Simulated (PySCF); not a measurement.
# Relaxation of singlet CCl₄

Method: PBE/[C def2-TZVP, Cl def2-TZVP], no relativity, density fitting, PySCF. A (50,194) grid was used.

A hand-made tetrahedral start, of Td symmetry, held to at least that symmetry:

```xyz
5
charge 0 multiplicity 1, angstrom
C     0.0000    0.0000    0.0000
Cl   -1.0046   -1.0046    1.0046
Cl    1.0046   -1.0046   -1.0046
Cl   -1.0046    1.0046   -1.0046
Cl    1.0046    1.0046    1.0046
```

At each step, columns x, y, z (Å) and Fx, Fy, Fz (eV/Å):

```
step 0  E − E(last) = 9.42 kJ/mol
C    0.000   0.000   0.000   0.000   0.000   0.000
Cl  -1.005  -1.005   1.005  -0.696  -0.696   0.696
Cl   1.005  -1.005  -1.005   0.696  -0.696  -0.696
Cl  -1.005   1.005  -1.005  -0.696   0.696  -0.696
Cl   1.005   1.005   1.005   0.696   0.696   0.696
step 1  E − E(last) = 0.68 kJ/mol
C    0.000   0.000   0.000   0.000   0.000   0.000
Cl  -1.022  -1.022   1.022  -0.177  -0.177   0.177
Cl   1.022  -1.022  -1.022   0.177  -0.177  -0.177
Cl  -1.022   1.022  -1.022  -0.177   0.177  -0.177
Cl   1.022   1.022   1.022   0.177   0.177   0.177
step 2  E − E(last) = 0.01 kJ/mol
C    0.000   0.000   0.000   0.000   0.000   0.000
Cl  -1.028  -1.028   1.028  -0.019  -0.019   0.019
Cl   1.028  -1.028  -1.028   0.019  -0.019  -0.019
Cl  -1.028   1.028  -1.028  -0.019   0.019  -0.019
Cl   1.028   1.028   1.028   0.019   0.019   0.019
step 3  E − E(last) = 0.00 kJ/mol
C    0.000   0.000   0.000   0.000   0.000   0.000
Cl  -1.029  -1.029   1.029  -0.001  -0.001   0.001
Cl   1.029  -1.029  -1.029   0.001  -0.001  -0.001
Cl  -1.029   1.029  -1.029  -0.001   0.001  -0.001
Cl   1.029   1.029   1.029   0.001   0.001   0.001
```

It ends at Td with C–Cl 1.782 Å (×4); Cl–C–Cl 109.5° (×6). A frequency run shows a minimum.

The relaxation took 9 s on 4 threads of a shared Arm Neoverse V1 host, with 179 basis functions and 4 gradients; the process peaked at 0.98 GiB.
